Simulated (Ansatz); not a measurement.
System: pyrite PtSb2. Method: RPBE (Ansatz, a first-principles code, plane waves, PAW).

Settings: plane-wave cutoff 520 eV, 6×6×6 k mesh, Fermi–Dirac smearing 0.01 eV, scalar-relativistic PAW data made under PBE.

Results at a series of volumes:

```tsv
V (Å³/atom)	E − E_lowest (meV/atom)
22.959	12.71
23.437	3.06
23.915	0.00
24.394	2.74
24.872	10.60
```

Fit the third-order Birch–Murnaghan equation and give B0 and B′.

V0 = 23.918 Å³/atom, B0 = 97.0 GPa, B′ = 5.4 (fit to the energies at full precision).

Shape and atoms are relaxed at each volume.

Measured, for comparison: equilibrium volume per atom 22.26 Å³/atom (temperature not stated, not corrected to a static lattice; as tabulated in Saeed et al. (2013), arXiv:1402.4256). Computed (rounded) less measured: equilibrium volume per atom +7.5 %.

Note: the gap of the solid is closed in this run; this level leaves the solid without a gap, although one is measured; the bulk modulus comes from volumes at which shape and atoms were relaxed.

Spin–orbit coupling is not included; it can open a gap where bands touch, and shift volumes and moduli.

The computed numbers hold no vibrational or temperature effects.
